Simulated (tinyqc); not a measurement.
Worked calculation: MP2 on RHF in the sto-3g basis, for H2O, spin multiplicity 1. One step of it, computed by the program tinyqc.

Problem. Iteration 8 (converged): orbitals. Diagonalise F' = X^T F X, C = X C', fill 5 alpha and 5 beta electrons from the bottom; D = 2 C_occ C_occ^T. Each column has its largest component positive (the first on a tie).

converged F (hartree), order 1O 1s, 1O 2s, 1O 2px, 1O 2py, 1O 2pz, 2H 1s, 3H 1s:
```
[[-20.243493, -5.163486, 0.000000, 0.000000, -0.027971, -1.052939, -1.052939],
 [-5.163486, -2.432041, 0.000000, 0.000000, -0.107082, -0.935366, -0.935366],
 [0.000000, 0.000000, -0.390343, 0.000000, 0.000000, 0.000000, 0.000000],
 [0.000000, 0.000000, 0.000000, -0.281376, 0.000000, -0.377429, 0.377429],
 [-0.027971, -0.107082, 0.000000, 0.000000, -0.321981, -0.358977, -0.358977],
 [-1.052939, -0.935366, 0.000000, -0.377429, -0.358977, -0.512895, -0.342469],
 [-1.052939, -0.935366, 0.000000, 0.377429, -0.358977, -0.342469, -0.512895]]
```

X, order 1O 1s, 1O 2s, 1O 2px, 1O 2py, 1O 2pz, 2H 1s, 3H 1s:
```
[[1.023982, -0.140680, 0.000000, 0.000000, -0.009375, 0.020851, 0.020851],
 [-0.140680, 1.207673, 0.000000, 0.000000, 0.097214, -0.264595, -0.264595],
 [0.000000, 0.000000, 1.000000, 0.000000, 0.000000, 0.000000, 0.000000],
 [0.000000, 0.000000, 0.000000, 1.094155, 0.000000, -0.206273, 0.206273],
 [-0.009375, 0.097214, 0.000000, 0.000000, 1.050880, -0.138967, -0.138967],
 [0.020851, -0.264595, 0.000000, -0.206273, -0.138967, 1.176207, -0.082048],
 [0.020851, -0.264595, 0.000000, 0.206273, -0.138967, -0.082048, 1.176207]]
```

Give: F' = X^T F X; orbital energies; coefficients C; D after iteration 8.

Solution.

F' = X^T F X (hartree):
```
[[-19.8658, -2.6918, 0.0000, 0.0000, -0.0562, -0.1475, -0.1475],
 [-2.6918, -1.2647, 0.0000, 0.0000, 0.1133, -0.4714, -0.4714],
 [0.0000, 0.0000, -0.3903, 0.0000, 0.0000, 0.0000, 0.0000],
 [0.0000, 0.0000, 0.0000, -0.0106, 0.0000, -0.4440, 0.4440],
 [-0.0562, 0.1133, 0.0000, 0.0000, -0.1705, -0.3271, -0.3271],
 [-0.1475, -0.4714, 0.0000, -0.4440, -0.3271, 0.0037, -0.0944],
 [-0.1475, -0.4714, 0.0000, 0.4440, -0.3271, -0.0944, 0.0037]]
```

orbital energies (hartree): [-20.2521, -1.2455, -0.5865, -0.4523, -0.3903, 0.5582, 0.6740]

coefficients C, order 1O 1s, 1O 2s, 1O 2px, 1O 2py, 1O 2pz, 2H 1s, 3H 1s:
```
[[0.9943, -0.2349, 0.0000, 0.1014, 0.0000, -0.1236, 0.0000],
 [0.0255, 0.8531, 0.0000, -0.5240, 0.0000, 0.7905, 0.0000],
 [0.0000, 0.0000, 0.0000, 0.0000, 1.0000, 0.0000, 0.0000],
 [0.0000, 0.0000, 0.6092, 0.0000, 0.0000, 0.0000, 0.9546],
 [0.0039, 0.1138, 0.0000, 0.7578, 0.0000, 0.7519, 0.0000],
 [-0.0054, 0.1539, 0.4494, 0.3011, 0.0000, -0.7576, -0.7951],
 [-0.0054, 0.1539, -0.4494, 0.3011, 0.0000, -0.7576, 0.7951]]
```

D after iteration 8, order 1O 1s, 1O 2s, 1O 2px, 1O 2py, 1O 2pz, 2H 1s, 3H 1s:
```
[[2.1080, -0.4564, 0.0000, 0.0000, 0.1080, -0.0219, -0.0219],
 [-0.4564, 2.0058, 0.0000, 0.0000, -0.5998, -0.0533, -0.0533],
 [0.0000, 0.0000, 2.0000, 0.0000, 0.0000, 0.0000, 0.0000],
 [0.0000, 0.0000, 0.0000, 0.7422, 0.0000, 0.5475, -0.5475],
 [0.1080, -0.5998, 0.0000, 0.0000, 1.1744, 0.4913, 0.4913],
 [-0.0219, -0.0533, 0.0000, 0.5475, 0.4913, 0.6326, -0.1752],
 [-0.0219, -0.0533, 0.0000, -0.5475, 0.4913, -0.1752, 0.6326]]
```
